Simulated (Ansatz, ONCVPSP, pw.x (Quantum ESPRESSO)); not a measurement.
## pw.x on diamond W: one setting changed

Potential: optimised norm-conserving Vanderbilt (ONCV), ONCVPSP 4.0.1.1 (patched build), PBEsol; core [Kr] 4d10 4f14, reference 5s2 5p6 5d4 6s2; waves: 5s+6s: rc 1.70 bohr, ncon 4, nbas 8, qcut 7.3 1/bohr, 3 projectors, debl 1.5 Ha; 5p: rc 1.85 bohr, ncon 4, nbas 7, qcut 7.4 1/bohr, 1 projector; 5d: rc 3.06 bohr, ncon 5, nbas 10, qcut 6.9 1/bohr, 2 projectors, debl 2.6 Ha; f scattering state at 0.29 Ha: rc 2.25 bohr, ncon 3, nbas 7, qcut 4.2 1/bohr, 1 projector; local part: polynomial inside 1.55 bohr (lpopt 5, dvloc0 1 Ha); core correction: Teter function, fcfact 5.5, rcfact 1.3.

The reference run (k-mesh 8³, cutoffs 55/220 Ry, Fermi–Dirac 0.01 Ry, mixing_beta 0.4, conv_thr 1e-9, no spin) gives -0.45 GPa at 23.915 Å³/atom, where all-electron LAPW gives -0.12 GPa. This run, with its own iteration cap, changes smearing to mp.

```
&control
  calculation='scf', prefix='x', pseudo_dir='./', outdir='./tmp', tstress=.true., disk_io='none'
/
&system
  ibrav=0, nat=2, ntyp=1, ecutwfc=55, ecutrho=220, nbnd=23,
  occupations='smearing', smearing='mp', degauss=0.01
/
&electrons
  conv_thr=1e-09, mixing_beta=0.4, electron_maxstep=70
/
ATOMIC_SPECIES
W 1.0 W.UPF
CELL_PARAMETERS angstrom
  0.00000000 2.88108980 2.88108980
  2.88108980 0.00000000 2.88108980
  2.88108980 2.88108980 0.00000000
ATOMIC_POSITIONS crystal
W 0.0000 0.0000 0.0000
W 0.2500 0.2500 0.2500
K_POINTS automatic
8 8 8 0 0 0
```

```bash
pw.x < W.scf.in > W.scf.out
```

Question: How does the run end?

Answer: It converges in 9 iterations; the free energy moves by +45.1 meV/atom and the pressure by -0.41 GPa. This scheme is built to cancel the term in the square of the width that Fermi–Dirac smearing leaves in the F of a metal.

```
Message from routine setup:
     using ibrav=0 with symmetry is DISCOURAGED, use correct ibrav instead
     lattice parameter (alat)  =       7.6996  a.u.
     unit-cell volume          =     322.7728 (a.u.)^3
     number of electrons       =        28.00
     number of Kohn-Sham states=           23
     kinetic-energy cutoff     =      55.0000  Ry
     charge density cutoff     =     220.0000  Ry
     scf convergence threshold =      1.0E-09
     Exchange-correlation= PBESOL
     number of k points=    29  Methfessel-Paxton smearing, width (Ry)=  0.0100
     iteration #  1     ecut=    55.00 Ry     beta= 0.40
     total energy              =    -301.02296263 Ry
     estimated scf accuracy    <       0.06695573 Ry
     iteration #  2     ecut=    55.00 Ry     beta= 0.40
     total energy              =    -301.02071063 Ry
     estimated scf accuracy    <       0.01414656 Ry
     iteration #  3     ecut=    55.00 Ry     beta= 0.40
     total energy              =    -301.02140682 Ry
     estimated scf accuracy    <       0.00071550 Ry
     [... 3 iterations left out ...]
     iteration #  7     ecut=    55.00 Ry     beta= 0.40
     total energy              =    -301.02148461 Ry
     estimated scf accuracy    <       0.00000003 Ry
     iteration #  8     ecut=    55.00 Ry     beta= 0.40
     total energy              =    -301.02148461 Ry
     estimated scf accuracy    <          2.7E-09 Ry
     iteration #  9     ecut=    55.00 Ry     beta= 0.40
     the Fermi energy is    12.8004 ev
!    total energy              =    -301.02148461 Ry
     estimated scf accuracy    <          1.9E-11 Ry
     smearing contrib. (-TS)   =      -0.00019696 Ry
     The total energy is F=E-TS. E is the sum of the following terms:
     one-electron contribution =    -103.07158089 Ry
     hartree contribution      =      59.15247683 Ry
     xc contribution           =     -63.17838784 Ry
     ewald contribution        =    -193.92379576 Ry
     convergence has been achieved in   9 iterations
          total   stress  (Ry/bohr**3)                   (kbar)     P=       -8.59
     Message from routine punch:
     Nothing written, as per user request (disk_io='none')
```

The run took about 46 s on one core of a shared host (Neoverse-N1, 64 threads, 124 GiB, load 56).
